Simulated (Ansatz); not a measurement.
Start from CdTe in the zinc blende structure (space group F-43m, No. 216; a = 6.4891 Å).

Levels (all Ansatz, a quantum-chemistry and plane-wave program, PAW, earlier PAW set): PBEsol (420 eV, spin-orbit coupling left out); r2SCAN (500 eV, without spin-orbit coupling); PBEsol+SOC (420 eV, spin-orbit coupling included); HSE06+SOC (420 eV, noncollinear with spin-orbit coupling).

Levels that relaxed their own cell: PBEsol.

```tsv
level	lattice parameter a	spin-orbit splitting at Γ	electron mass at Γ
PBEsol	6.489 Å	–	0.055 mₑ
r2SCAN	–	–	0.094 mₑ
PBEsol+SOC	–	0.87 eV	0.041 mₑ
HSE06+SOC	–	0.95 eV	–
```

Task: From these computed values, estimate the measured ones, and say how each level misses.

Result: Measured: lattice parameter a 6.48 Å (room temperature; as listed in M J Lucero, T M Henderson, G E Scuseria, Journal of Physics Condensed Matter (2012)); spin-orbit splitting at Γ 0.95 eV (temperature not stated; as listed in Juan E. Peralta et al., Physical Review B (2006)); electron mass at Γ 0.093 mₑ (temperature not stated; as listed in Magdalena Laurien, Oleg Rubel, Phys. Rev. B (2022)). Computed minus measured — lattice parameter a: PBEsol +0.1 %; spin-orbit splitting at Γ: PBEsol+SOC -0.08 eV, HSE06+SOC -0.00 eV (closest: HSE06+SOC); electron mass at Γ: PBEsol -41 %, r2SCAN +1 %, PBEsol+SOC -56 % (closest: r2SCAN). Measured values not marked as corrected hold thermal and zero-point effects that the static-lattice runs lack.

Single points use the geometry relaxed with PBEsol. The spin-orbit shifts are approximate. With Te present, leaving out spin-orbit coupling can change the band edges. The levels and masses belong to the bands next to the band gap. Masses are band curvatures over ±0.01 Å⁻¹ around the edge. Stability against distortions was not tested.
